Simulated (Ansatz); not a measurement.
**SiN2H6: how energies converge with the basis set**

How large a basis does SiN2H6 need? Two functionals and correlated methods are run in growing sets.

Program: Ansatz 0.2.0, Gaussian basis. Level of theory: one geometry, several basis sets. These are calculated values, not measurements.

Levels to be run: PBE0-D4/def2-SVP; ωB97M-V/def2-SVP; PBE0-D4/def2-QZVPP; ωB97M-V/def2-QZVPP; CCSD(T)/cc-pV(D+d)Z; CCSD(T)/cc-pV(T+d)Z; CCSD(T)/cc-pV(Q+d)Z; the functionals' def2-TZVPP values are taken from earlier runs.

## 1. The relaxed structure

An earlier PBE0-D4/def2-TZVP relaxation fixed the geometry.

SMILES `N[SiH2]N`, 9 atoms, charge 0, spin multiplicity 1.

Atoms are counted from 1 here; the program's logs count them from 0.

Bond lengths: N1–Si2 1.711 Å, N1–H4 1.007 Å, N1–H5 1.006 Å, Si2–N3 1.711 Å, Si2–H6 1.493 Å, Si2–H7 1.493 Å, N3–H8 1.006 Å, N3–H9 1.007 Å. Angles: Si2–N1–H4 121.6°, Si2–N1–H5 120.5°, H4–N1–H5 112.1°, N1–Si2–N3 108.5°, N1–Si2–H6 103.5°, N1–Si2–H7 117.1°, N3–Si2–H6 117.1°, N3–Si2–H7 103.5°, H6–Si2–H7 107.8°, Si2–N3–H8 120.5°, Si2–N3–H9 121.6°, H8–N3–H9 112.1°.

## 2. PBE0-D4 in def2-SVP

The input, in.yaml:

```yaml
crystal:
  periodic: [false, false, false]
  atoms:
    - {symbol: N, position_ang: [-0.804702, 0.131399, -1.204903]}
    - {symbol: Si, position_ang: [0.419995, 0.361846, -0.032559]}
    - {symbol: N, position_ang: [0.157264, -0.738626, 1.250922]}
    - {symbol: H, position_ang: [-0.948321, -0.760188, -1.649553]}
    - {symbol: H, position_ang: [-1.109913, 0.896399, -1.782437]}
    - {symbol: H, position_ang: [0.324649, 1.816307, 0.288739]}
    - {symbol: H, position_ang: [1.824214, 0.078363, -0.451618]}
    - {symbol: H, position_ang: [0.930208, -1.084986, 1.793615]}
    - {symbol: H, position_ang: [-0.704793, -0.746913, 1.770594]}
basis:
  gaussian: {orbitals: def2-SVP}
hamiltonian: {xc: pbe0, dispersion: d4}
output: {orbitals: {seedname: orbitals}}
```

The run is started by

```
> ansatz run in.yaml --threads 2 --pin off --events-out ev --progress --plain --max-ram 22528MiB --backend cpu
```

Further steps of the session: ωB97M-V in def2-SVP; PBE0-D4 in def2-QZVPP; ωB97M-V in def2-QZVPP; CCSD(T) in cc-pV(D+d)Z; CCSD(T) in cc-pV(T+d)Z; CCSD(T) in cc-pV(Q+d)Z.

Q: Predict the results of all the runs planned. Wanted: MP2 correlation recovered, cc-pV(D+d)Z; MP2 correlation recovered, cc-pV(T+d)Z; MP2 correlation recovered, cc-pV(Q+d)Z; difference of two CCSD(T) limits: def2 sets; PBE0-D4: double and triple zeta above quadruple; ωB97M-V: double and triple zeta above quadruple.

The runs gave:

```
                                                                   quantity          value
                                     MP2 correlation recovered, cc-pV(D+d)Z         71.0 %
                                     MP2 correlation recovered, cc-pV(T+d)Z         89.0 %
                                     MP2 correlation recovered, cc-pV(Q+d)Z         95.4 %
difference of two CCSD(T) limits: def2 sets (earlier runs) less this series        -31 meV
                            PBE0-D4: double and triple zeta above quadruple  7.24, 0.49 eV
                            ωB97M-V: double and triple zeta above quadruple  7.39, 0.46 eV
```

For PBE0-D4 the step from double to triple zeta gains 6.75 eV and the next only 0.49 eV. Correlation climbs from 71 % (cc-pV(D+d)Z) to 95 % (cc-pV(Q+d)Z) of the limit; Hartree-Fock is 0.112 eV from its own by then. A limit from the def2 sets, made apart, differs by 31 meV, a least measure of the doubt on such a limit. These are total energies; as a rule much of such shifts cancels in differences, which this series doesn't test. The LUMO of ωB97M-V is positive and keeps falling with the basis (3.50 to 1.83 eV): an unbound level that the basis holds in place.
